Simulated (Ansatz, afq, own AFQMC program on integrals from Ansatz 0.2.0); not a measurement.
# Where AFQMC and coupled cluster stand for BNH, doublet

```yaml
atoms:
  - { symbol: B, position_ang: [0.0000, 0.0000, 0.0575] }
  - { symbol: N, position_ang: [0.0000, 0.0000, -1.6516] }
  - { symbol: H, position_ang: [0.0000, 0.0000, 1.5941] }
```

Connectivity, by distances: B–N ··· H.

Basis 6-31G. Only valence electrons are correlated. Integrals, coupled cluster, full CI and functionals: Ansatz 0.2.0; the random walks run on the same integrals in our own AFQMC program. ph-AFQMC/CISD is guided by a CISD state made of CCSD amplitudes; releasing the constraint for a short imaginary time cuts its bias at the price of noise, slowly where states lie close. Error bars are statistical, one sigma.

Determinant: UHF, the one that the program's search chose, which needn't be the lowest solution. The geometry is a point of a scan.

Full CI on the same integrals is exact in this basis and with this determinant's frozen core.

Cautions: strong correlation (T1 0.112, weight of the determinant 0.66, largest double 0.24); unrestricted determinant spin contaminated (⟨S²⟩ 1.62 against 0.75); the released energies are still falling, so no released level is given (meV from the phaseless value at times in 1/Eh: -15 ± 8 at 0.24, -15 ± 5 at 0.51, -32 ± 6 at 0.99, -40 ± 7 at 1.62, -58 ± 7 at 2.40), though the last usable value meets full CI within the noise.

```
T1 diagnostic                               : 0.1122
weight of the determinant in the CISD state : 0.658
⟨S²⟩ of the determinant                     : 1.617
size of the correlated space                : 9 electrons in 18 orbitals
```

```csv
level,correlation energy (eV)
MP2,-2.7274
CCSD,-4.1980
CCSD(T),-4.3843
```

Question: Estimate where full CI lies against CCSD(T) on the same integrals.

Answer: 5.46 mEh below CCSD(T).

Reference: full CI, correlation energy -4.533 eV. The cautions show a poor starting determinant, so the rows tell how each method copes with it here, and full CI is the sure value.

```json
{"level": "CCSD(T)", "E − E(reference) (mEh)": "5.46", "share of correlation (%)": "96.72"}
{"level": "CCSDT", "E − E(reference) (mEh)": "1.32", "share of correlation (%)": "99.21"}
{"level": "CCSDT(Q)", "E − E(reference) (mEh)": "-0.48", "share of correlation (%)": "100.29"}
{"level": "CCSDTQ", "E − E(reference) (mEh)": "0.09", "share of correlation (%)": "99.95"}
{"level": "ph-AFQMC/CISD", "E − E(reference) (mEh)": "1.88 ± 0.34", "share of correlation (%)": "98.87"}
```

CCSDT and higher add their correlation energy to the determinant of the CCSD(T) run, since their own runs factorise the integrals more tightly (a shift of under 2 meV). A walk keeps the symmetry of its determinant, which the program's search chose and which needn't be the lowest solution, so a lower state of the same spin and another symmetry isn't excluded.
